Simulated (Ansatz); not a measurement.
**CH₆BSi radical: basis-set convergence**

One table from this session's results is given with a row withheld; the runs are named, their logs left out.

Method: one geometry, several basis sets; program: Ansatz 0.2.0, Gaussian basis.

Levels to be run: PBE0-D4/def2-SVP; ωB97M-V/def2-SVP; PBE0-D4/def2-QZVPP; ωB97M-V/def2-QZVPP; the functionals' def2-TZVPP values are taken from earlier runs.

## The relaxed structure

All runs share one geometry, relaxed beforehand with PBE0-D4 in a triple-zeta def2 set.

SMILES `C[B][SiH3]`, 9 atoms, charge 0, spin multiplicity 2.

Atoms are counted from 1 here; the program's logs count them from 0.

Bond lengths: C1–B2 1.531 Å, C1–H4 1.096 Å, C1–H5 1.093 Å, C1–H6 1.104 Å, B2–Si3 1.979 Å, Si3–H7 1.490 Å, Si3–H8 1.497 Å, Si3–H9 1.490 Å. Angles: B2–C1–H4 114.7°, B2–C1–H5 115.4°, B2–C1–H6 103.7°, H4–C1–H5 109.7°, H4–C1–H6 105.9°, H5–C1–H6 106.4°, C1–B2–Si3 143.4°, B2–Si3–H7 107.8°, B2–Si3–H8 118.1°, B2–Si3–H9 107.4°, H7–Si3–H8 107.4°, H7–Si3–H9 108.3°, H8–Si3–H9 107.5°.

Set-up of the first run:

File in.yaml:

```yaml
crystal:
  periodic: [false, false, false]
  atoms:
    - {symbol: C, position_ang: [-0.713673, 1.080702, -1.086258]}
    - {symbol: B, position_ang: [0.356554, 0.485352, -0.168072]}
    - {symbol: Si, position_ang: [0.763473, -1.054123, 1.006519]}
    - {symbol: H, position_ang: [-1.311173, 0.342170, -1.632898]}
    - {symbol: H, position_ang: [-0.363775, 1.854206, -1.774607]}
    - {symbol: H, position_ang: [-1.410262, 1.576895, -0.388329]}
    - {symbol: H, position_ang: [2.079163, -1.612282, 0.585072]}
    - {symbol: H, position_ang: [-0.212524, -2.188093, 1.046121]}
    - {symbol: H, position_ang: [0.900717, -0.531129, 2.395454]}
basis:
  gaussian: {orbitals: def2-SVP}
magnetization: {spin_polarized: true, initial_magnetization: 1}
hamiltonian: {xc: pbe0, dispersion: d4}
output: {orbitals: {seedname: orbitals}}
```

Among the steps run: PBE0-D4 in def2-SVP; ωB97M-V in def2-SVP; PBE0-D4 in def2-QZVPP; ωB97M-V in def2-QZVPP.

One of the session's tables, all rows but one given; the rest of the session is left out.

It belongs to the step «Functionals by basis». 

```
functional       basis  HOMO (eV)  LUMO (eV)
   PBE0-D4    def2-SVP      -5.18      -1.98
   PBE0-D4  def2-TZVPP      -5.20      -2.01
   PBE0-D4  def2-QZVPP      -5.21      -2.02
   ωB97M-V    def2-SVP      -6.97       0.11
   ωB97M-V  def2-TZVPP      -7.03       0.00
   ωB97M-V  def2-QZVPP          ?          ?
```

**Question.** Estimate the row for ωB97M-V, def2-QZVPP.

**Answer.** HOMO (eV): -7.04; LUMO (eV): -0.04. In the column «HOMO (eV)» it is the lowest.
